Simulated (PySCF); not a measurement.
**Bond length, frequency and bond energy of SO by level of theory**

State: ³Σ⁻ (triplet), unpaired electrons π ↑↑. Set-up: PySCF, spin-free X2C with a Gaussian nucleus, basis sets S x2c-TZVPPall, O x2c-TZVPPall. De refers to S + O in their high-spin ground configurations, without counterpoise correction. The functionals are run spin-unrestricted. A positive dipole means S(−)O(+). Levels whose curve was spin-contaminated or gave no clean fit are not listed.

```json
{"Level": "ROHF", "Re (Å)": "1.434", "ωe (cm⁻¹)": "1376", "De (eV)": "2.29", "μ (D)": "-2.14", "CPU s a point (SCF and correlation, without the integrals)": "0.35"}
{"Level": "ROHF-CCSD", "Re (Å)": "1.480", "ωe (cm⁻¹)": "1198", "De (eV)": "4.75", "μ (D)": "n/a", "CPU s a point (SCF and correlation, without the integrals)": "n/a"}
{"Level": "ROHF-CCSD(T)", "Re (Å)": "1.493", "ωe (cm⁻¹)": "1144", "De (eV)": "5.07", "μ (D)": "n/a", "CPU s a point (SCF and correlation, without the integrals)": "9.8"}
{"Level": "PBE", "Re (Å)": "1.506", "ωe (cm⁻¹)": "1106", "De (eV)": "6.08", "μ (D)": "-1.50", "CPU s a point (SCF and correlation, without the integrals)": "0.56"}
{"Level": "TPSS", "Re (Å)": "1.504", "ωe (cm⁻¹)": "1110", "De (eV)": "5.60", "μ (D)": "-1.48", "CPU s a point (SCF and correlation, without the integrals)": "1"}
{"Level": "r²SCAN", "Re (Å)": "1.490", "ωe (cm⁻¹)": "1155", "De (eV)": "5.72", "μ (D)": "-1.49", "CPU s a point (SCF and correlation, without the integrals)": "0.66"}
{"Level": "r²SCANh", "Re (Å)": "1.482", "ωe (cm⁻¹)": "1184", "De (eV)": "5.51", "μ (D)": "-1.53", "CPU s a point (SCF and correlation, without the integrals)": "0.94"}
{"Level": "B3LYP", "Re (Å)": "1.490", "ωe (cm⁻¹)": "1152", "De (eV)": "5.44", "μ (D)": "-1.64", "CPU s a point (SCF and correlation, without the integrals)": "0.84"}
{"Level": "PBE0", "Re (Å)": "1.480", "ωe (cm⁻¹)": "1198", "De (eV)": "5.46", "μ (D)": "-1.59", "CPU s a point (SCF and correlation, without the integrals)": "1.1"}
{"Level": "MN15", "Re (Å)": "1.471", "ωe (cm⁻¹)": "1229", "De (eV)": "5.47", "μ (D)": "-1.68", "CPU s a point (SCF and correlation, without the integrals)": "1"}
{"Level": "CAM-B3LYP", "Re (Å)": "1.478", "ωe (cm⁻¹)": "1205", "De (eV)": "5.44", "μ (D)": "-1.70", "CPU s a point (SCF and correlation, without the integrals)": "1.5"}
```

Q: Which functional lies closest to ROHF-CCSD(T) in De, which farthest, and by how much do they differ from it?

A: Closest is B3LYP (-0.3 pm in Re, +0.7 % in ωe, +0.37 eV in De against ROHF-CCSD(T) in the same basis), farthest PBE (+1.3 pm in Re, -3.3 % in ωe, +1.01 eV in De). CCSD(T) converges more slowly with the basis than the functionals do and binds too weakly in this one, so the order can change at the basis-set limit.

Q: What does a quarter of exact exchange do here, going from PBE to PBE0?

A: PBE0 less PBE: -2.6 pm in Re, +8.3 % in ωe, -0.62 eV in De. Exact exchange removes part of the self-interaction that spreads semilocal densities, and in most molecules shortens and stiffens the bond and lowers De; so it does here.

Q: What does the step from GGA to meta-GGA do here, going from PBE to r²SCAN?

A: r²SCAN less PBE: -1.6 pm in Re, +4.4 % in ωe, -0.36 eV in De. 

Measured (Huber and Herzberg, Constants of Diatomic Molecules (1979)): Re = 1.481087 Å, ωe = 1149.22 cm⁻¹.

Correlated steps freeze 6 core orbitals. The state is the lowest determinant that a PBE0 search found; another state may lie lower at other levels.

The whole job (state search and all levels along the bond) took about 3.8 min on 1 thread of AMD EPYC 9R14 (shared host), peak memory 1.5 GiB.
